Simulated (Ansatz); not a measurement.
**Where CCSD(T) holds and where it slips**

Each species is computed at the geometry given (Å), with frozen cores, in Ansatz 0.2.0: RHF-CCSD(T) for singlets, UHF-CCSD(T) otherwise, and full CI in the same basis. The program picks the determinant by trial CCSD, so it needn't be the lowest Hartree–Fock solution. States: HBBe⁺ quartet Σ⁻ or Δ, AlMgH2 (H-bridged) quartet A'', HBeB singlet Σ⁺ or Δ. Cases whose determinant has another symmetry than full CI's state, or whose (Q) step broke down, weren't drawn.

Q: Judging by size, spin and bonding and the diagnostics given, rank them by the size of CCSD(T)'s error in total energy against full CI in the same basis, smallest first (an estimate).
A. HBBe⁺, quartet, cc-pVDZ: B 0.000 0.000 0.208; Be 0.000 0.000 -1.605; H 0.000 0.000 1.397. T1 0.043, (T) -59 meV in a correlation energy of -2.17 eV
B. HBeB, singlet, cc-pVDZ: B 0.000 0.000 2.320; Be 0.000 0.000 -0.487; H 0.000 0.000 -1.832. T1 0.019, (T) -100 meV in a correlation energy of -3.74 eV
C. AlMgH2 (H-bridged), quartet, 6-31G: Al 0.000 0.099 2.156; Mg 0.000 -0.002 -2.598; H 0.000 -0.578 4.873; H 0.000 -2.018 0.065. T1 0.037, (T) -8 meV in a correlation energy of -1.72 eV

A: C (5.7 meV), A (26.9 meV), B (39.5 meV).

```
                    species    basis  correlated electrons  CCSD(T) − full CI (meV)  CCSDT(Q) − full CI (meV)  unpaired electrons (full CI)     T1  ⟨S²⟩ of the determinant
AlMgH2 (H-bridged), quartet    6-31G                     7                      5.7                       0.1                          3.15  0.037                     3.85
             HBBe⁺, quartet  cc-pVDZ                     5                     26.9                      -0.8                          3.02  0.043                     3.75
              HBeB, singlet  cc-pVDZ                     6                     39.5                       1.8                          0.24  0.019                     0.00
```

Unpaired electrons are Σ n²(2−n)² over natural occupations; an open shell counts its own unpaired electrons too. Frozen cores follow each run's orbitals, which moves totals by a few meV.
